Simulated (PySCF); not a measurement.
# HBrN2, a complex of two parts: interaction energy, part 2 of 3

PySCF 2.14.0. Atoms count from 0, parts from 1. The steps go on from the part before.

## Step 5: Coupled-cluster interaction energy: CCSD(T) and MP2, 2.70 Å

What the job is given:

```
{"job": {"kind": "intercc", "basis": "aug-cc-pVDZ", "basis_mid": "aug-cc-pVTZ", "basis_large": "aug-cc-pVQZ"}, "charge": 0, "multiplicity": 1, "parts": [{"atoms": "0-1", "charge": 0, "multiplicity": 1}, {"atoms": "2-3", "charge": 0, "multiplicity": 1}]}
Br     1.009243     0.111805     0.237557
H     -0.334886     0.032443    -0.221282
N     -2.942794    -0.314891    -0.822537
N     -4.002436    -0.531882    -0.950082
```

Method: CCSD(T)/aug-cc-pVDZ and MP2/aug-cc-pVTZ, aug-cc-pVQZ counterpoise interaction energy, frozen core, gas phase.

Output:

```text
part 1, own basis, geometry of the cluster: E = -2573.0487318575 (as before)

part 2, own basis, geometry of the cluster: E = -108.9860886081 (as before)

part 1, own basis, relaxed alone: E = -2573.0487568405 (as before)

part 2, own basis, relaxed alone: E = -108.9860445120 (as before)

cluster
final grid: 5192 points
cycle   1  E = -2682.0352411813  dE = -3.591e-04  |g| = 1.204e-02  |ddm| = 6.059e-01
cycle   2  E = -2682.0352631062  dE = -2.192e-05  |g| = 9.795e-03  |ddm| = 7.369e-02
cycle   3  E = -2682.0352813974  dE = -1.829e-05  |g| = 1.601e-03  |ddm| = 1.085e-02
cycle   4  E = -2682.0352826870  dE = -1.290e-06  |g| = 2.324e-04  |ddm| = 9.093e-03
cycle   5  E = -2682.0352827205  dE = -3.347e-08  |g| = 7.982e-05  |ddm| = 1.119e-03
cycle   6  E = -2682.0352827235  dE = -2.989e-09  |g| = 2.103e-05  |ddm| = 3.335e-04
cycle   7  E = -2682.0352827238  dE = -2.615e-10  |g| = 7.037e-06  |ddm| = 5.524e-05
converged SCF energy = -2682.0352827238

part 1 in the basis of the cluster
final grid: 5192 points
cycle   1  E = -2573.0487376421  dE = -7.849e-06  |g| = 4.319e-04  |ddm| = 1.031e-01
cycle   2  E = -2573.0487377053  dE = -6.320e-08  |g| = 5.895e-05  |ddm| = 8.428e-03
cycle   3  E = -2573.0487377067  dE = -1.408e-09  |g| = 1.647e-05  |ddm| = 1.090e-03
cycle   4  E = -2573.0487377067  dE = -3.683e-11  |g| = 2.846e-06  |ddm| = 7.190e-05
converged SCF energy = -2573.0487377067

part 2 in the basis of the cluster
final grid: 5192 points
cycle   1  E = -108.9861659067  dE = -7.713e-05  |g| = 1.570e-03  |ddm| = 5.816e-01
cycle   2  E = -108.9861667508  dE = -8.442e-07  |g| = 2.128e-04  |ddm| = 6.074e-02
cycle   3  E = -108.9861667704  dE = -1.958e-08  |g| = 2.757e-05  |ddm| = 9.033e-03
cycle   4  E = -108.9861667707  dE = -2.349e-10  |g| = 1.960e-05  |ddm| = 3.611e-04
converged SCF energy = -108.9861667707

Interaction energy (kcal/mol)
  counterpoise       -1.138
  uncorrected        -1.632
  dispersion part     0.000
  deformation         0.041
  binding            -1.097

Decomposition of the uncorrected value (kcal/mol)
  electrostatic      -0.786
  Pauli               0.746
  orbital            -0.251
  dispersion          0.000
  correlation        -1.341

Charge of each part in the cluster: -0.003 0.003
part 1, own basis, geometry of the cluster: E = -2573.0516608431 (as before)

part 2, own basis, geometry of the cluster: E = -108.9929971544 (as before)

part 1, own basis, relaxed alone: E = -2573.0516877749 (as before)

part 2, own basis, relaxed alone: E = -108.9929504948 (as before)

cluster
final grid: 5192 points
cycle   1  E = -2682.0450185731  dE = -3.211e-04  |g| = 1.204e-02  |ddm| = 5.217e-01
cycle   2  E = -2682.0450420069  dE = -2.343e-05  |g| = 9.774e-03  |ddm| = 4.031e-02
cycle   3  E = -2682.0450602255  dE = -1.822e-05  |g| = 1.656e-03  |ddm| = 1.083e-02
cycle   4  E = -2682.0450616153  dE = -1.390e-06  |g| = 2.462e-04  |ddm| = 5.316e-03
cycle   5  E = -2682.0450616492  dE = -3.389e-08  |g| = 9.143e-05  |ddm| = 8.563e-04
cycle   6  E = -2682.0450616528  dE = -3.635e-09  |g| = 2.433e-05  |ddm| = 2.806e-04
cycle   7  E = -2682.0450616531  dE = -2.883e-10  |g| = 8.469e-06  |ddm| = 6.608e-05
converged SCF energy = -2682.0450616531

part 1 in the basis of the cluster
final grid: 5192 points
cycle   1  E = -2573.0516611906  dE = -1.682e-06  |g| = 1.926e-04  |ddm| = 1.023e-01
cycle   2  E = -2573.0516612040  dE = -1.345e-08  |g| = 2.307e-05  |ddm| = 7.644e-03
cycle   3  E = -2573.0516612043  dE = -2.697e-10  |g| = 3.458e-06  |ddm| = 8.712e-04
converged SCF energy = -2573.0516612043

part 2 in the basis of the cluster
final grid: 5192 points
cycle   1  E = -108.9930138073  dE = -1.646e-05  |g| = 6.463e-04  |ddm| = 5.042e-01
cycle   2  E = -108.9930139406  dE = -1.333e-07  |g| = 6.676e-05  |ddm| = 3.273e-02
cycle   3  E = -108.9930139425  dE = -1.915e-09  |g| = 5.377e-06  |ddm| = 2.857e-03
cycle   4  E = -108.9930139425  dE = -7.816e-12  |g| = 4.344e-06  |ddm| = 1.920e-04
converged SCF energy = -108.9930139425

Interaction energy (kcal/mol)
  counterpoise       -1.175
  uncorrected        -1.509
  dispersion part     0.000
  deformation         0.041
  binding            -1.134

Decomposition of the uncorrected value (kcal/mol)
  electrostatic      -0.773
  Pauli               0.748
  orbital            -0.229
  dispersion          0.000
  correlation        -1.255

Charge of each part in the cluster: -0.003 0.003
part 1 in the basis of the cluster: E(HF) = -2572.973855254  E2 = -0.151305743  E(CCSD corr) = -0.165352062  (T) = -0.003862464
part 2 in the basis of the cluster: E(HF) = -108.961592256  E2 = -0.314927121  E(CCSD corr) = -0.318181570  (T) = -0.013171034
cluster: E(HF) = -2681.935846789  E2 = -0.467553092  E(CCSD corr) = -0.484444808  (T) = -0.017189206

Counterpoise interaction energy (kcal/mol)
  hf_small                  -0.251
  mp2_small                 -1.079
  ccsd_small                -0.822
  ccsdt_small               -0.920
  hf_large                  -0.242
  mp2_large                 -1.175
  hf_middle                 -0.237
  mp2_middle                -1.138
  scs_mp2_large             -0.973
  mp2_limit                 -1.198
  ccsdt_less_mp2             0.159
  ccsdt_limit_estimate      -1.040
  bsse_mp2_large             0.334
```

It took 74 s on 1 thread of Arm Neoverse V1, shared host; peak memory 0.95 GiB.

Contacts at this geometry (a selection, picked against the atoms' radii; other short pairs can be missing):

| atoms | distance (Å) | kind (by distance and angle) | angle (°) |
| --- | --- | --- | --- |
| H1···N2 | 2.70 | inside the van der Waals sum | – |

| method | interaction energy (kcal/mol) | from CCSD(T), limit estimate (kcal/mol) |
| --- | --- | --- |
| HF/aug-cc-pVDZ | -0.25 | +0.79 |
| MP2/aug-cc-pVDZ | -1.08 | -0.04 |
| CCSD/aug-cc-pVDZ | -0.82 | +0.22 |
| CCSD(T)/aug-cc-pVDZ | -0.92 | +0.12 |
| HF/aug-cc-pVQZ | -0.24 | +0.80 |
| MP2/aug-cc-pVQZ | -1.18 | -0.14 |
| SCS-MP2/aug-cc-pVQZ | -0.97 | +0.07 |
| MP2, extrapolated | -1.20 | -0.16 |
| CCSD(T), limit estimate | -1.04 | 0 |

## Step 6: Coupled-cluster interaction energy: CCSD(T) and MP2, 2.33 Å

Settings changed since step 5:

```diff
@@ -3,3 +3,3 @@
 H     -0.334886     0.032443    -0.221282
-N     -2.942794    -0.314891    -0.822537
-N     -4.002436    -0.531882    -0.950082
+N     -2.587170    -0.267527    -0.740547
+N     -3.646812    -0.484518    -0.868093
```

With the program's defaults for keys left out, this is: CCSD(T)/aug-cc-pVDZ and MP2/aug-cc-pVTZ, aug-cc-pVQZ counterpoise interaction energy, frozen core, gas phase.

Output:

```text
part 1, own basis, geometry of the cluster: E = -2573.0487318575 (as before)

part 2, own basis, geometry of the cluster: E = -108.9860886081 (as before)

part 1, own basis, relaxed alone: E = -2573.0487568405 (as before)

part 2, own basis, relaxed alone: E = -108.9860445120 (as before)

cluster
final grid: 5192 points
cycle   1  E = -2682.0340827079  dE = -1.098e-03  |g| = 1.779e-02  |ddm| = 7.786e-01
cycle   2  E = -2682.0341579801  dE = -7.527e-05  |g| = 1.328e-02  |ddm| = 9.283e-02
cycle   3  E = -2682.0341930359  dE = -3.506e-05  |g| = 3.164e-03  |ddm| = 1.552e-02
cycle   4  E = -2682.0341977483  dE = -4.712e-06  |g| = 4.267e-04  |ddm| = 1.278e-02
cycle   5  E = -2682.0341978782  dE = -1.299e-07  |g| = 1.342e-04  |ddm| = 1.664e-03
cycle   6  E = -2682.0341978884  dE = -1.021e-08  |g| = 3.282e-05  |ddm| = 4.310e-04
cycle   7  E = -2682.0341978890  dE = -6.585e-10  |g| = 1.135e-05  |ddm| = 1.002e-04
converged SCF energy = -2682.0341978890

part 1 in the basis of the cluster
final grid: 5192 points
cycle   1  E = -2573.0487401205  dE = -1.138e-05  |g| = 5.439e-04  |ddm| = 1.769e-01
cycle   2  E = -2573.0487402077  dE = -8.719e-08  |g| = 7.838e-05  |ddm| = 1.524e-02
cycle   3  E = -2573.0487402097  dE = -1.978e-09  |g| = 2.509e-05  |ddm| = 1.844e-03
cycle   4  E = -2573.0487402098  dE = -7.640e-11  |g| = 3.622e-06  |ddm| = 1.347e-04
converged SCF energy = -2573.0487402098

part 2 in the basis of the cluster
final grid: 5192 points
cycle   1  E = -108.9861913930  dE = -1.025e-04  |g| = 1.735e-03  |ddm| = 7.203e-01
cycle   2  E = -108.9861924229  dE = -1.030e-06  |g| = 2.272e-04  |ddm| = 6.995e-02
cycle   3  E = -108.9861924459  dE = -2.295e-08  |g| = 3.336e-05  |ddm| = 1.027e-02
cycle   4  E = -108.9861924462  dE = -3.120e-10  |g| = 2.471e-05  |ddm| = 4.831e-04
converged SCF energy = -108.9861924462

Interaction energy (kcal/mol)
  counterpoise       -1.218
  uncorrected        -1.947
  dispersion part     0.000
  deformation         0.041
  binding            -1.178

Decomposition of the uncorrected value (kcal/mol)
  electrostatic      -1.709
  Pauli               2.859
  orbital            -0.761
  dispersion          0.000
  correlation        -2.336

Charge of each part in the cluster: -0.008 0.008
part 1, own basis, geometry of the cluster: E = -2573.0516608431 (as before)

part 2, own basis, geometry of the cluster: E = -108.9929971544 (as before)

part 1, own basis, relaxed alone: E = -2573.0516877749 (as before)

part 2, own basis, relaxed alone: E = -108.9929504948 (as before)

cluster
final grid: 5192 points
cycle   1  E = -2682.0438468616  dE = -1.062e-03  |g| = 1.785e-02  |ddm| = 6.580e-01
cycle   2  E = -2682.0439253853  dE = -7.852e-05  |g| = 1.324e-02  |ddm| = 5.798e-02
cycle   3  E = -2682.0439603024  dE = -3.492e-05  |g| = 3.243e-03  |ddm| = 1.583e-02
cycle   4  E = -2682.0439652211  dE = -4.919e-06  |g| = 4.477e-04  |ddm| = 9.101e-03
cycle   5  E = -2682.0439653565  dE = -1.353e-07  |g| = 1.526e-04  |ddm| = 1.535e-03
cycle   6  E = -2682.0439653685  dE = -1.201e-08  |g| = 3.851e-05  |ddm| = 4.502e-04
cycle   7  E = -2682.0439653692  dE = -7.471e-10  |g| = 1.388e-05  |ddm| = 1.099e-04
converged SCF energy = -2682.0439653692

part 1 in the basis of the cluster
final grid: 5192 points
cycle   1  E = -2573.0516612751  dE = -2.490e-06  |g| = 2.411e-04  |ddm| = 1.409e-01
cycle   2  E = -2573.0516612940  dE = -1.885e-08  |g| = 2.916e-05  |ddm| = 1.112e-02
cycle   3  E = -2573.0516612944  dE = -3.711e-10  |g| = 6.618e-06  |ddm| = 1.244e-03
converged SCF energy = -2573.0516612944

part 2 in the basis of the cluster
final grid: 5192 points
cycle   1  E = -108.9930226737  dE = -2.521e-05  |g| = 8.064e-04  |ddm| = 6.190e-01
cycle   2  E = -108.9930228706  dE = -1.969e-07  |g| = 8.232e-05  |ddm| = 4.464e-02
cycle   3  E = -108.9930228734  dE = -2.798e-09  |g| = 5.480e-06  |ddm| = 4.130e-03
cycle   4  E = -108.9930228735  dE = -1.316e-11  |g| = 2.314e-06  |ddm| = 2.280e-04
converged SCF energy = -108.9930228735

Interaction energy (kcal/mol)
  counterpoise       -1.305
  uncorrected        -1.868
  dispersion part     0.000
  deformation         0.041
  binding            -1.264

Decomposition of the uncorrected value (kcal/mol)
  electrostatic      -1.679
  Pauli               2.854
  orbital            -0.741
  dispersion          0.000
  correlation        -2.302

Charge of each part in the cluster: -0.008 0.008
part 1 in the basis of the cluster: E(HF) = -2572.973883719  E2 = -0.151517020  E(CCSD corr) = -0.165563966  (T) = -0.003880476
part 2 in the basis of the cluster: E(HF) = -108.961653415  E2 = -0.315084694  E(CCSD corr) = -0.318333925  (T) = -0.013189850
cluster: E(HF) = -2681.934808668  E2 = -0.468966366  E(CCSD corr) = -0.485482694  (T) = -0.017355057

Counterpoise interaction energy (kcal/mol)
  hf_small                   0.457
  mp2_small                 -1.027
  ccsd_small                -0.537
  ccsdt_small               -0.716
  hf_large                   0.451
  mp2_large                 -1.305
  hf_middle                  0.461
  mp2_middle                -1.218
  scs_mp2_large             -0.914
  mp2_limit                 -1.361
  ccsdt_less_mp2             0.311
  ccsdt_limit_estimate      -1.050
  bsse_mp2_large             0.563
```

Run time: 77 s. Hardware: 1 thread of Arm Neoverse V1, shared host; peak memory 0.95 GiB.

Contacts at this geometry (a selection, picked against the atoms' radii; other short pairs can be missing):

| atoms | distance (Å) | kind (by distance and angle) | angle (°) |
| --- | --- | --- | --- |
| H1···N2 | 2.33 | hydrogen bond | 173 |

Differences are taken before rounding.

```csv
method,interaction energy (kcal/mol),"from CCSD(T), limit estimate (kcal/mol)"
HF/aug-cc-pVDZ,0.46,+1.51
MP2/aug-cc-pVDZ,-1.03,+0.02
CCSD/aug-cc-pVDZ,-0.54,+0.51
CCSD(T)/aug-cc-pVDZ,-0.72,+0.33
HF/aug-cc-pVQZ,0.45,+1.50
MP2/aug-cc-pVQZ,-1.31,-0.25
SCS-MP2/aug-cc-pVQZ,-0.91,+0.14
"MP2, extrapolated",-1.36,-0.31
"CCSD(T), limit estimate",-1.05,0
```

## Step 7: Coupled-cluster interaction energy: CCSD(T) and MP2, 3.07 Å

Settings changed since step 6:

```diff
@@ -3,3 +3,3 @@
 H     -0.334886     0.032443    -0.221282
-N     -2.587170    -0.267527    -0.740547
-N     -3.646812    -0.484518    -0.868093
+N     -3.298417    -0.362254    -0.904526
+N     -4.358059    -0.579246    -1.032072
```

Method: CCSD(T)/aug-cc-pVDZ and MP2/aug-cc-pVTZ, aug-cc-pVQZ counterpoise interaction energy, frozen core, gas phase.

Output:

```text
part 1, own basis, geometry of the cluster: E = -2573.0487318575 (as before)

part 2, own basis, geometry of the cluster: E = -108.9860886081 (as before)

part 1, own basis, relaxed alone: E = -2573.0487568405 (as before)

part 2, own basis, relaxed alone: E = -108.9860445120 (as before)

cluster
final grid: 5192 points
cycle   1  E = -2682.0353614618  dE = -1.574e-04  |g| = 8.790e-03  |ddm| = 5.277e-01
cycle   2  E = -2682.0353698067  dE = -8.345e-06  |g| = 7.407e-03  |ddm| = 6.035e-02
cycle   3  E = -2682.0353800938  dE = -1.029e-05  |g| = 9.654e-04  |ddm| = 7.982e-03
cycle   4  E = -2682.0353805538  dE = -4.600e-07  |g| = 1.499e-04  |ddm| = 6.537e-03
cycle   5  E = -2682.0353805662  dE = -1.234e-08  |g| = 5.205e-05  |ddm| = 8.512e-04
cycle   6  E = -2682.0353805673  dE = -1.097e-09  |g| = 1.393e-05  |ddm| = 2.648e-04
cycle   7  E = -2682.0353805674  dE = -1.055e-10  |g| = 4.630e-06  |ddm| = 3.529e-05
converged SCF energy = -2682.0353805674

part 1 in the basis of the cluster
final grid: 5192 points
cycle   1  E = -2573.0487362229  dE = -5.517e-06  |g| = 3.518e-04  |ddm| = 7.178e-02
cycle   2  E = -2573.0487362716  dE = -4.872e-08  |g| = 4.715e-05  |ddm| = 5.956e-03
cycle   3  E = -2573.0487362727  dE = -1.039e-09  |g| = 1.165e-05  |ddm| = 7.632e-04
cycle   4  E = -2573.0487362727  dE = -1.410e-11  |g| = 2.250e-06  |ddm| = 4.310e-05
converged SCF energy = -2573.0487362727

part 2 in the basis of the cluster
final grid: 5192 points
cycle   1  E = -108.9861487042  dE = -6.006e-05  |g| = 1.385e-03  |ddm| = 5.222e-01
cycle   2  E = -108.9861493364  dE = -6.321e-07  |g| = 1.809e-04  |ddm| = 5.397e-02
cycle   3  E = -108.9861493499  dE = -1.355e-08  |g| = 2.243e-05  |ddm| = 7.618e-03
cycle   4  E = -108.9861493501  dE = -1.561e-10  |g| = 1.536e-05  |ddm| = 2.825e-04
converged SCF energy = -108.9861493501

Interaction energy (kcal/mol)
  counterpoise       -0.817
  uncorrected        -1.155
  dispersion part     0.000
  deformation         0.041
  binding            -0.777

Decomposition of the uncorrected value (kcal/mol)
  electrostatic      -0.431
  Pauli               0.190
  orbital            -0.111
  dispersion          0.000
  correlation        -0.803

Charge of each part in the cluster: -0.001 0.001
part 1, own basis, geometry of the cluster: E = -2573.0516608431 (as before)

part 2, own basis, geometry of the cluster: E = -108.9929971544 (as before)

part 1, own basis, relaxed alone: E = -2573.0516877749 (as before)

part 2, own basis, relaxed alone: E = -108.9929504948 (as before)

cluster
final grid: 5192 points
cycle   1  E = -2682.0451474629  dE = -1.175e-04  |g| = 8.733e-03  |ddm| = 4.000e-01
cycle   2  E = -2682.0451561975  dE = -8.735e-06  |g| = 7.392e-03  |ddm| = 3.023e-02
cycle   3  E = -2682.0451664376  dE = -1.024e-05  |g| = 9.852e-04  |ddm| = 8.086e-03
cycle   4  E = -2682.0451669374  dE = -4.998e-07  |g| = 1.565e-04  |ddm| = 3.615e-03
cycle   5  E = -2682.0451669487  dE = -1.129e-08  |g| = 5.668e-05  |ddm| = 5.431e-04
cycle   6  E = -2682.0451669500  dE = -1.274e-09  |g| = 1.600e-05  |ddm| = 1.937e-04
cycle   7  E = -2682.0451669501  dE = -1.091e-10  |g| = 5.586e-06  |ddm| = 4.125e-05
converged SCF energy = -2682.0451669501

part 1 in the basis of the cluster
final grid: 5192 points
cycle   1  E = -2573.0516613796  dE = -1.214e-06  |g| = 1.579e-04  |ddm| = 5.915e-02
cycle   2  E = -2573.0516613899  dE = -1.022e-08  |g| = 1.871e-05  |ddm| = 4.861e-03
cycle   3  E = -2573.0516613901  dE = -1.942e-10  |g| = 2.006e-06  |ddm| = 6.048e-04
converged SCF energy = -2573.0516613901

part 2 in the basis of the cluster
final grid: 5192 points
cycle   1  E = -108.9930085526  dE = -1.134e-05  |g| = 5.147e-04  |ddm| = 3.872e-01
cycle   2  E = -108.9930086460  dE = -9.344e-08  |g| = 5.370e-05  |ddm| = 2.523e-02
cycle   3  E = -108.9930086474  dE = -1.332e-09  |g| = 3.837e-06  |ddm| = 2.090e-03
cycle   4  E = -108.9930086474  dE = -4.519e-12  |g| = 2.903e-06  |ddm| = 1.100e-04
converged SCF energy = -108.9930086474

Interaction energy (kcal/mol)
  counterpoise       -0.833
  uncorrected        -1.043
  dispersion part     0.000
  deformation         0.041
  binding            -0.792

Decomposition of the uncorrected value (kcal/mol)
  electrostatic      -0.425
  Pauli               0.192
  orbital            -0.086
  dispersion          0.000
  correlation        -0.723

Charge of each part in the cluster: -0.001 0.001
part 1 in the basis of the cluster: E(HF) = -2572.973828282  E2 = -0.151169257  E(CCSD corr) = -0.165218945  (T) = -0.003851583
part 2 in the basis of the cluster: E(HF) = -108.961554312  E2 = -0.314828047  E(CCSD corr) = -0.318082778  (T) = -0.013158014
cluster: E(HF) = -2681.935889360  E2 = -0.466762915  E(CCSD corr) = -0.483832654  (T) = -0.017096131

Counterpoise interaction energy (kcal/mol)
  hf_small                  -0.318
  mp2_small                 -0.798
  ccsd_small                -0.651
  ccsdt_small               -0.706
  hf_large                  -0.312
  mp2_large                 -0.833
  hf_middle                 -0.311
  mp2_middle                -0.817
  scs_mp2_large             -0.723
  mp2_limit                 -0.843
  ccsdt_less_mp2             0.093
  ccsdt_limit_estimate      -0.750
  bsse_mp2_large             0.211
```

It took 75 s on 1 thread of Arm Neoverse V1, shared host; peak memory 0.95 GiB.

Contacts at this geometry (a selection, picked against the atoms' radii; other short pairs can be missing):

```csv
atoms,distance (Å),kind (by distance and angle),angle (°)
H1···N2,3.07,at van der Waals distance,–
```

```
                 method  interaction energy (kcal/mol)  from CCSD(T), limit estimate (kcal/mol)
         HF/aug-cc-pVDZ                          -0.32                                    +0.43
        MP2/aug-cc-pVDZ                          -0.80                                    -0.05
       CCSD/aug-cc-pVDZ                          -0.65                                    +0.10
    CCSD(T)/aug-cc-pVDZ                          -0.71                                    +0.04
         HF/aug-cc-pVQZ                          -0.31                                    +0.44
        MP2/aug-cc-pVQZ                          -0.83                                    -0.08
    SCS-MP2/aug-cc-pVQZ                          -0.72                                    +0.03
      MP2, extrapolated                          -0.84                                    -0.09
CCSD(T), limit estimate                          -0.75                                        0
```

(Part 2 of 3 ends here.)
